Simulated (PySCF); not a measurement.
Isomers of C5H7F. Method: PySCF, PBE0-D3(BJ)/def2-SVP geometry optimisation, gas phase. One conformer each; no zero-point energy, no entropy. No frequencies were run at this level. Point groups hold within 0.08 Å.

**Question.** Rank from lowest to highest electronic energy at this level (kcal/mol).
A. `[CH2:1]=[CH:2]/[C:3]([F:4])=[CH:5]/[CH3:6]` with C1–C2–C3–F4 0°
B. `[CH2:1]=[CH:2][C:3](=[CH2:4])[CH2:5][F:6]` with C1–C2–C3–C4 179°, C2–C3–C5–F6 -179°
C. `CC#C[C@@H](C)F`
D. `F[C@H]1[C@H]2CC[C@@H]12`

**Answer.** A (0.0), B (7.8), D (11.5), C (18.2).

As drawn, the lowest has a C=C bond outside aromatic rings, which the highest lacks; the highest has a C≡C bond, which the lowest lacks.

```json
{"SMILES": "C=C/C(F)=C/C", "E (Eh)": "-294.00555", "E rel (kcal/mol)": "0.0", "dipole (D)": "1.28", "point group": "near Cs", "A, B, C (MHz)": "9444, 2162, 1778"}
{"SMILES": "C=CC(=C)CF", "E (Eh)": "-293.99310", "E rel (kcal/mol)": "7.8", "dipole (D)": "1.49", "point group": "Cs", "A, B, C (MHz)": "6392, 2488, 1812"}
{"SMILES": "F[C@H]1[C@H]2CC[C@@H]12", "E (Eh)": "-293.98721", "E rel (kcal/mol)": "11.5", "dipole (D)": "1.71", "point group": "Cs", "A, B, C (MHz)": "6121, 3536, 3439"}
{"SMILES": "CC#C[C@@H](C)F", "E (Eh)": "-293.97653", "E rel (kcal/mol)": "18.2", "dipole (D)": "2.16", "point group": "C1", "A, B, C (MHz)": "8324, 1683, 1476"}
```

**Question.** How do the relative energies change in single points at PBE0/pcSseg-1 (no added dispersion term) on the same geometries?

**Answer.** 
```json
{"SMILES": "C=C/C(F)=C/C", "PBE0-D3(BJ)/def2-SVP (kcal/mol)": "0.0", "PBE0/pcSseg-1 (kcal/mol)": "0.0", "shift": "0.0"}
{"SMILES": "C=CC(=C)CF", "PBE0-D3(BJ)/def2-SVP (kcal/mol)": "7.8", "PBE0/pcSseg-1 (kcal/mol)": "7.5", "shift": "-0.3"}
{"SMILES": "F[C@H]1[C@H]2CC[C@@H]12", "PBE0-D3(BJ)/def2-SVP (kcal/mol)": "11.5", "PBE0/pcSseg-1 (kcal/mol)": "14.6", "shift": "+3.1"}
{"SMILES": "CC#C[C@@H](C)F", "PBE0-D3(BJ)/def2-SVP (kcal/mol)": "18.2", "PBE0/pcSseg-1 (kcal/mol)": "16.7", "shift": "-1.5"}
```

Each column counts from its own lowest isomer. The order is unchanged; the largest shift is 3.1 kcal/mol.

**Question.** As an exercise, what shares would exp(−E/RT) give at 2000 K from these electronic energies alone (no entropy, no degeneracies)?

**Answer.** RT = 3.974 kcal/mol: C=C/C(F)=C/C 82.9 %, C=CC(=C)CF 11.6 %, F[C@H]1[C@H]2CC[C@@H]12 4.6 %, CC#C[C@@H](C)F 0.8 %.
